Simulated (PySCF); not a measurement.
Compound: 4-chloro-1-butene, C4H7Cl.
SMILES: `C=CCCCl`

All values: B3LYP/def2-SVPD (PySCF, non-relativistic), on one gas-phase PBE0-D3(BJ)/def2-SVP geometry that isn't relaxed in the solvent. The solvent is an IEF-PCM continuum (cavity from Bondi-type radii × 1.2), and excitations are vertical TDDFT with non-equilibrium linear response and a frozen core. Only the electrostatic response of the medium enters.

Gas-phase singlets (H = HOMO, L = LUMO):

```
state  E (eV)  λ (nm)      f  leading configurations
   S1   6.661     186  0.137      H→L 53%, H-2→L 33%
   S2   6.759     183  0.003               H-1→L 92%
   S3   6.986     177  0.060    H-2→L 47%, H→L+1 38%
   S4   7.249     171  0.177      H→L+1 41%, H→L 23%
   S5   7.558     164  0.009               H→L+3 87%
```

Task: Give the list for acetone (ε = 20.49), n² = 1.85.

Result: 
| state | E (eV) | λ (nm) | f | leading configurations | change by rank (eV) |
| --- | --- | --- | --- | --- | --- |
| S1 | 6.627 | 187 | 0.298 | H→L 79%, H→L+1 12% | -0.034 |
| S2 | 6.959 | 178 | 0.001 | H-1→L 92% | +0.200 |
| S3 | 7.101 | 175 | 0.009 | H-2→L 69%, H→L+1 16% | +0.115 |
| S4 | 7.248 | 171 | 0.122 | H→L+2 37%, H→L+1 25% | -0.001 |
| S5 | 7.547 | 164 | 0.130 | H→L+2 49%, H→L+1 37% | -0.011 |

Task: How does the list change in acetonitrile (ε = 35.69)?

Result: 
```tsv
state	E (eV)	λ (nm)	f	leading configurations	change by rank (eV)
S1	6.628	187	0.296	H→L 79%, H→L+1 12%	-0.033
S2	6.965	178	0.001	H-1→L 92%	+0.206
S3	7.106	174	0.009	H-2→L 68%, H→L+1 15%	+0.120
S4	7.252	171	0.118	H→L+2 40%, H→L+1 22%	+0.003
S5	7.543	164	0.133	H→L+2 46%, H→L+1 40%	-0.015
```

Task: The ground-state energy changes by -0.146 eV from gas to acetonitrile. By how much does the total energy of gas-phase S1 change?

Result: E(S1) = E(S0) + excitation energy, so it changes by -0.146 − 0.033 = -0.179 eV: it is lowered more than the ground state, which is what a red shift means. This is the vertical state, with the slow part of the continuum still set for S0.

Task: How do the frontier levels move from gas to acetonitrile?

Result: 
```json
{"orbital": "LUMO+2", "gas (eV)": "0.83", "solvent (eV)": "0.79", "change (eV)": "-0.04"}
{"orbital": "LUMO+1", "gas (eV)": "0.42", "solvent (eV)": "0.63", "change (eV)": "+0.21"}
{"orbital": "LUMO", "gas (eV)": "-0.54", "solvent (eV)": "-0.36", "change (eV)": "+0.18"}
{"orbital": "HOMO", "gas (eV)": "-7.58", "solvent (eV)": "-7.38", "change (eV)": "+0.20"}
{"orbital": "HOMO-1", "gas (eV)": "-8.21", "solvent (eV)": "-8.30", "change (eV)": "-0.09"}
{"orbital": "HOMO-2", "gas (eV)": "-8.32", "solvent (eV)": "-8.42", "change (eV)": "-0.10"}
{"orbital": "HOMO-3", "gas (eV)": "-9.79", "solvent (eV)": "-9.50", "change (eV)": "+0.29"}
```

The HOMO–LUMO gap goes from 7.03 to 7.02 eV.

Rough CPU time on one thread of a shared machine: about 28 s. This is the whole response run at B3LYP/def2-SVPD in acetonitrile, SCF included.

Shape of the structure used: `[CH2:1]=[CH:2][CH2:3][CH2:4][Cl:5]`: C1–C2–C3–C4 117°, C2–C3–C4–Cl5 178°.
